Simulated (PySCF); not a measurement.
A geometry optimisation on `C#CF` (C2HF).

Computed with PBE0-D3(BJ)/def2-SVP geometry optimisation, gas phase (PySCF 2.14.0). Start geometry: GFN2-xTB. The input is one job of a driver script: a line of settings, then coordinates in Å.

Input:
```
{"job": {"xc": "PBE0", "basis": "def2-SVP", "d3": "d3bj", "grid": 1, "kind": "geom"}, "charge": 0, "multiplicity": 1}
C     -0.623710     0.024568    -0.031240
C      0.515926    -0.018435    -0.379648
F      1.742514    -0.066542    -0.754104
H     -1.624497     0.065182     0.270498
```

Output:
```
step   0  E = -176.21887727  max force = 0.036850
step   1  E = -176.21959168  max force = 0.004307
step   2  E = -176.21981716  max force = 0.002442
step   3  E = -176.21989616  max force = 0.000975
step   4  E = -176.21990597  max force = 0.000689
step   5  E = -176.21991749  max force = 0.000077
optimisation converged
```

Energies in Eh; «max force» is the largest Cartesian gradient component in Eh/bohr.

Task: How much energy does the optimisation release, in kcal/mol?

Result: E(step 0) − E(last step) = 0.001040 Eh, which is 0.7 kcal/mol.

Task: Give the first gradient maximum in eV/Å.

Result: With 1 Eh/bohr = 51.422 eV/Å, 1.895 eV/Å.

Main results: final energy -176.21992 Eh after 5 steps; dipole 0.52 D.

Hardware: Arm Neoverse V1, one thread, shared host. Cost: 3.2 s, 0.24 GiB resident at most.
Labels such as C1 count atoms from 1, the log's own numbers from 0.
